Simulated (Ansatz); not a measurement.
Born–Oppenheimer molecular dynamics of C2H5FO2S (11 atoms, charge 0, multiplicity 1). It goes on from the last frame of an earlier run, with new velocities.

Level of theory: RKS BHLYP-D4/6-31G in Ansatz.

| Quantity | Value |
| --- | --- |
| ensemble | NVT, Langevin thermostat |
| time step | 0.5 fs |
| steps asked | 150 |
| set temperature | 1000 K |
| friction | 0.005 /fs |
| seed | 318237 |

First frame:

```xyz
11
Properties=species:S:1:pos:R:3
C 0.231 -0.457 1.445
O 0.733 -0.268 0.086
C 0.170 0.675 -0.785
O 1.077 1.002 -1.713
F -0.169 1.796 -0.081
S -1.478 0.109 -1.688
H 0.976 -1.073 1.881
H -0.670 -1.036 1.319
H 0.107 0.447 1.942
H 2.055 0.921 -1.704
H -0.763 -1.078 -2.166
```

Question: How far do the bonds stretch over the last three quarters of this one trajectory? (Pairs bonded in most of those frames.)

Answer: 
```
  bond  mean (Å)  spread (Å)  shortest  longest
 C1–O2     1.485       0.061      1.40     1.58
 C1–H7     1.091       0.055      1.01     1.19
 C1–H8     1.090       0.027      1.04     1.14
 C1–H9     1.086       0.034      1.03     1.14
 O2–C3     1.383       0.013      1.36     1.41
 C3–O4     1.375       0.026      1.34     1.43
 C3–F5     1.430       0.025      1.40     1.49
 C3–S6     1.870       0.060      1.76     1.99
O4–H10     0.974       0.025      0.93     1.02
S6–H11     1.377       0.078      1.26     1.51
```

Mean temperature of the second half: 1014 K. A run of 0.075 ps of so small a system gives no equilibrium averages. Limits of this set-up: no polarisation functions.

Run time: 7.4 min on 1 thread of Arm Neoverse V1, with other jobs on the host, peak memory 0.13 GiB.
